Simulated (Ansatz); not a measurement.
**[NO2]+ (SMILES O=[N+]=O) at SVWN5/def2-TZVPPD**

What is the vertical singlet–triplet gap of [NO2]+ at SVWN5/def2-TZVPPD? 

Program for the calculation: Ansatz 0.2.0.

5 further runs of the same task are left out: 5 that didn't finish.

**1. Starting point**

[NO2]+ has 3 atoms, charge +1, and is taken as a singlet. SMILES: `O=[N+]=O`. The coordinates come from a PBE0-D4/def2-TZVP relaxation.

Bond lengths: O1–N2 1.110 Å, N2–O3 1.110 Å. Angles: O1–N2–O3 180.0°.

**2. A single-point energy at SVWN5/def2-TZVPPD**

in.yaml

```yaml
crystal:
  periodic: [false, false, false]
  atoms:
    - {symbol: O, position_ang: [-0.572980, 0.927020, -0.209580]}
    - {symbol: "N", position_ang: [-0.000010, -0.000010, -0.000000]}
    - {symbol: O, position_ang: [0.572990, -0.927010, 0.209580]}
basis:
  gaussian:
    orbitals: def2-TZVPPD.json
total_charge: 1
hamiltonian:
  xc: {name: SVWN5}
accuracy: high
output: {orbitals: {seedname: orbitals}}
```

The basis set def2-TZVPPD is read from a file made from the Basis Set Exchange's data (not shown).

Started as:

```console
$ ansatz run in.yaml --threads 1 --pin off --max-ram 3480MiB --events-out events.jsonl --progress --plain --runs-dir runs
```

What it wrote:

```text
Warning: RAYON_NUM_THREADS=1 ignored (pool sized by the plan → 1); use --threads N
Functional definition: SVWN5
  name "SVWN5"
  exchange = slater_x
  correlation = vwn5_c
1640 factors; integrals over basis functions are off by at most 3.6e-9 eV
mean field evaluation 1: about -5528.5826 eV, gradient 6.0e1 eV
mean field evaluation 2: about -5523.7160 eV, gradient 8.2e1 eV
mean field evaluation 4: about -5533.5283 eV, gradient 1.3e0 eV
mean field evaluation 8: about -5533.5341 eV, gradient 1.4e-1 eV
mean field evaluation 16: about -5533.5341 eV, gradient 6.2e-8 eV
mean field -5533.53414519 eV, -203.3536290715 hartree, gradient 6.2e-8 eV, S^2 0.000000; 0 other end points of the search recorded, 0 dependent functions left out
reference -5533.53415042 eV, -203.3536292639 hartree; 11, 11 occupied and 106, 106 virtual orbitals, 1640 factors
Total energy: -5533.53415042 eV, -203.3536292639 hartree
```

Run time: 2.3 s. Hardware: 1 thread of Arm Neoverse V2, shared host; peak memory 0.23 GiB.

**3. The triplet**

in.yaml, as its differences from that of step 2:

```diff
@@ -10,2 +10,5 @@
 total_charge: 1
+magnetization:
+  spin_polarized: true
+  initial_magnetization: 2
 hamiltonian:
```

The basis set def2-TZVPPD is read from a file made from the Basis Set Exchange's data (not shown).

Started as:

```console
$ ansatz run in.yaml --threads 1 --pin off --max-ram 3480MiB --events-out events.jsonl --progress --plain --runs-dir runs
```

What it wrote (excerpt; [...] marks lines left out):

```text
Warning: RAYON_NUM_THREADS=1 ignored (pool sized by the plan → 1); use --threads N
[... 2 set-up lines as earlier in the session ...]
[...]
1640 factors; integrals over basis functions are off by at most 3.6e-9 eV
[...]
mean field -5526.73652808 eV, -203.1038212505 hartree, gradient 2.1e-9 eV, S^2 2.002022; 8 other end points of the search recorded, 0 dependent functions left out
reference -5526.73653397 eV, -203.1038214667 hartree; 12, 10 occupied and 105, 107 virtual orbitals, 1640 factors
Total energy: -5526.73653397 eV, -203.1038214667 hartree
```

Wall time 2.5 min (1 thread of Arm Neoverse V2, shared host); peak memory 0.3 GiB.

**4. Outcome**

At SVWN5/def2-TZVPPD:

| quantity | value |
| --- | --- |
| singlet: total energy | -203.35363 Eh |
| singlet: HOMO energy | -19.74 eV |
| singlet: LUMO energy | -12.18 eV |
| singlet: HOMO–LUMO gap | 7.55 eV |
| triplet: total energy | -203.10382 Eh |
| triplet: HOMO energy (highest over α and β) | -12.71 eV |
| triplet: ⟨S²⟩ | 2.002 |
| vertical energy of the triplet above the singlet | 6.798 eV |

**Reading.** At this shape the triplet lies 6.80 eV (656 kJ/mol) above the singlet.
